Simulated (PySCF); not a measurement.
Match the calculated data to a structure.

| technique | computed result |
| --- | --- |
| 13C NMR | chemical shifts (computed TMS as zero) by class: 148.9 (1 C), 121.9 (1 C), 41.6 (1 C), 27.1 (1 C), 16.6 (1 C) ppm [GIAO PBE0/pcSseg-1] |
| 1H NMR | chemical shifts (computed TMS as zero) by class: 6.03 (1 H), 5.34 (1 H), 5.21 (1 H), 1.88 (2 H), 1.22 (2 H), 1.01 (3 H) ppm [GIAO PBE0/pcSseg-1] |
| Rotational structure | rotational constants A, B, C: 18.198, 2.121, 2.089 GHz [PBE0-D3(BJ)/def2-SVP] |
| Dipole | 0.41 D [PBE0/pcSseg-1] |
| Couplings | largest of the computed one-bond spin–spin couplings (means over like bonds): 13C–1H +168.1, 13C–1H +163.7, 13C–1H +157.1, 13C–1H +131.7 (×2), 13C–1H +131.6 (×3), 13C–1H +130.6 (×2), 13C–13C +76.7, 13C–13C +45.5 Hz [B3LYP/pcJ-1, spin–dipole term left out] |

Electronic properties: PySCF, gas phase, density fitting. Levels stand in brackets. Geometry: PBE0-D3(BJ)/def2-SVP, one conformer, isolated molecule. NMR values are class means; diastereotopic atoms form classes of their own.

Question: Which candidate is it?
A. `CCC(=O)CC`
B. `C=CCCC`
C. `SC1CCCC1`
D. `C#CC(C)(C)C`

Answer: B. It is `C=CCCC`. Numbering: `[CH2:1]=[CH:2][CH2:3][CH2:4][CH3:5]`. Its formula, C5H10, gives 1 degree of unsaturation: 0 rings and 1 π bond in the structure found. 5 carbons fall into 5 classes; from least to most shielded: alkene CH carbon [C2] (148.9 ppm), terminal =CH2 carbon [C1] (121.9 ppm), allylic carbon [C3] (41.6 ppm), chain CH2 carbon [C4] (27.1 ppm), methyl carbon [C5] (16.6 ppm). Hydrogen classes from least to most shielded: 1 H on an alkene CH carbon, C2 (6.03 ppm), 1 H on a terminal =CH2 carbon, C1 (5.34 ppm), 1 H on a terminal =CH2 carbon, C1 (5.21 ppm), 2 H on an allylic carbon, C3 (1.88 ppm), 2 H on a chain CH2 carbon, C4 (1.22 ppm), 3 H on a methyl carbon, C5 (1.01 ppm). The couplings run between: +168.1 Hz, terminal =CH2 carbon [C1] and its hydrogen; +163.7 Hz, terminal =CH2 carbon [C1] and its hydrogen; +157.1 Hz, alkene CH carbon [C2] and its hydrogen; +131.7 Hz, chain CH2 carbon [C4] and its hydrogen (with 1 like pair); +131.6 Hz, methyl carbon [C5] and its hydrogen (with 2 like pairs); +130.6 Hz, allylic carbon [C3] and its hydrogen (with 1 like pair); +76.7 Hz, terminal =CH2 carbon [C1] and alkene CH carbon [C2]; +45.5 Hz, alkene CH carbon [C2] and allylic carbon [C3]. The optimised geometry has point group C1 and is an asymmetric top.

The others, at the same levels:
- `CCC(=O)CC` fails: it has 3 carbon classes against 5; its computed 13C shifts are 213.5 (1 C), 37.2 (2 C), 8.7 (2 C) ppm, 1H shifts are 2.23 (4 H), 1.03 (6 H) ppm and rotational constant A is 8.981 GHz (against 18.198 GHz).
- `SC1CCCC1` fails: it has 3 carbon classes against 5; its computed 13C shifts are 46.8 (1 C), 39.2 (2 C), 21.8 (2 C) ppm, 1H shifts are 2.77 (1 H), 1.92 (1 H), 1.74 (2 H), 1.71 (2 H), 1.71 (2 H), 1.61 (2 H) ppm and rotational constant A is 4.597 GHz (against 18.198 GHz).
- `C#CC(C)(C)C` fails: it has 6 carbons where the 13C data count 5; its computed 13C shifts are 95.8 (1 C), 73.7 (1 C), 32.8 (3 C), 27.5 (1 C) ppm, 1H shifts are 1.94 (1 H), 1.22 (9 H) ppm and rotational constant A is 4.550 GHz (against 18.198 GHz).

Each candidate is one conformer, not necessarily the lowest. The conformers computed, where there is a choice (atom-mapped SMILES and torsion angles):
- `[CH2:1]=[CH:2][CH2:3][CH2:4][CH3:5]`: C1–C2–C3–C4 119°, C2–C3–C4–C5 179°
- `[CH3:1][CH2:2][C:3](=[O:4])[CH2:5][CH3:6]`: C1–C2–C3–O4 0°, C2–C3–C5–C6 -179°

The conformers of `SC1CCCC1` aren't listed.
